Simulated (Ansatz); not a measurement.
**H3S+ (triplet): the correlation ladder at distance S1–H2 = 3.628 Å, 6-31G**

Aim: climb from Hartree-Fock through coupled cluster and multireference methods for H3S+ (triplet) at one geometry and basis, and see what each rung misses.

The runs use Ansatz 0.2.0, Gaussian basis; 6-31G, core rule «outside noble gas», up to 5 orbitals frozen.

The runs, in order: UHF; CCSD(T) on ROHF; CCSD(T) on UHF; BCCD(T) on ROHF; CISD; CCSDT(Q) on ROHF; CCSDT(Q) on UHF; CISDTQ; CCSDTQ on ROHF; CCSDTQ on UHF; CASSCF and MRCISD+Q, 4 electrons in 4 orbitals; CASSCF and NEVPT2, 4 electrons in 4 orbitals; CASSCF and MRCISD+Q, 8 electrons in 7 orbitals; CASSCF and NEVPT4(SD), 8 electrons in 7 orbitals; CASSCF and NEVPT2, 8 electrons in 7 orbitals; Full CI.

22 further runs of the same task are left out: 1 for a mislabelled method, 16 that didn't finish, 5 set aside as unsound or not needed.

### 1 The system

The geometry derives from a PBE0/def2-TZVP stationary point (not a proven minimum). One bond is set to the value named and the two fragments are kept rigid.

4 atoms, charge 1, spin multiplicity 3.

Atoms are counted from 1 here; the program's logs count them from 0.

Bond lengths: S1–H3 1.520 Å, S1–H4 1.520 Å. Angles: H3–S1–H4 179.9°.

### 2 UHF

The input, in.yaml:

```yaml
crystal:
  periodic: [false, false, false]
  atoms:
    - {symbol: S, position_ang: [0.000000, -0.104325, 0.000000]}
    - {symbol: H, position_ang: [0.000000, 3.523675, 0.000000]}
    - {symbol: H, position_ang: [0.000000, -0.102414, 1.520127]}
    - {symbol: H, position_ang: [0.000000, -0.102414, -1.520127]}
basis:
  gaussian: {orbitals: 6-31G}
total_charge: 1
magnetization: {spin_polarized: true, initial_magnetization: 2}
hamiltonian: {xc: hf}
output: {orbitals: {seedname: orbitals}}
```

Launch:

```console
$ ansatz run in.yaml --threads 1 --pin off --events-out ev --progress --plain --max-ram 2393MiB
```

Further steps of the session: CCSD(T) on ROHF; CCSD(T) on UHF; BCCD(T) on ROHF; CISD; CCSDT(Q) on ROHF; CCSDT(Q) on UHF; CISDTQ; CCSDTQ on ROHF; CCSDTQ on UHF; CASSCF and MRCISD+Q, 4 electrons in 4 orbitals; CASSCF and NEVPT2, 4 electrons in 4 orbitals; CASSCF and MRCISD+Q, 8 electrons in 7 orbitals; CASSCF and NEVPT4(SD), 8 electrons in 7 orbitals; CASSCF and NEVPT2, 8 electrons in 7 orbitals; Full CI.

**Question.** What will the summary of the whole plan be? Wanted: FCI below the RHF energy; RMP2 from FCI; UMP2 from FCI; RCCSD from FCI; RCCSD(T) from FCI; UCCSD(T) from FCI; RCCSDT(Q) from FCI; UCCSDT(Q) from FCI; NEVPT2 pair from FCI.

As calculated:

| quantity | value |
| --- | --- |
| FCI below the RHF energy | -1.7276 eV |
| RMP2 from FCI | +466.7 meV |
| UMP2 from FCI | +447.0 meV |
| RCCSD from FCI | +23.2 meV |
| RCCSD(T) from FCI | +6.0 meV |
| UCCSD(T) from FCI | +5.9 meV |
| RCCSDT(Q) from FCI | +0.1 meV |
| UCCSDT(Q) from FCI | -0.1 meV |
| NEVPT2 pair from FCI | +337.3 meV |
| MRCISD+Q pair from FCI | +1.2 meV |
| NEVPT2 valence from FCI | +159.0 meV |
| levels within 1 kcal/mol (43 meV) | RCCSD, UCCSD, RCCSD(T), UCCSD(T), BCCD(T), RCCSDT, UCCSDT, CISDTQ, RCCSDT(Q), UCCSDT(Q), RCCSDTQ, UCCSDTQ, MRCISD pair, MRCISD+Q pair, NEVPT4(SD) valence, MRCISD valence, MRCISD+Q valence |
| T1 diagnostic | 0.017 |
| effectively unpaired electrons | 2.03 |

In words: RCCSD(T) lands +6.0 meV from the yardstick (0.3 % of the correlation energy). One determinant dominates. Of the multireference levels listed MRCISD+Q pair comes nearest in total energy (+1.2 meV), which doesn't show that its space is the better one. These misses are within one basis, not against nature; the frozen cores of restricted and unrestricted runs differ, which can shift their rows.
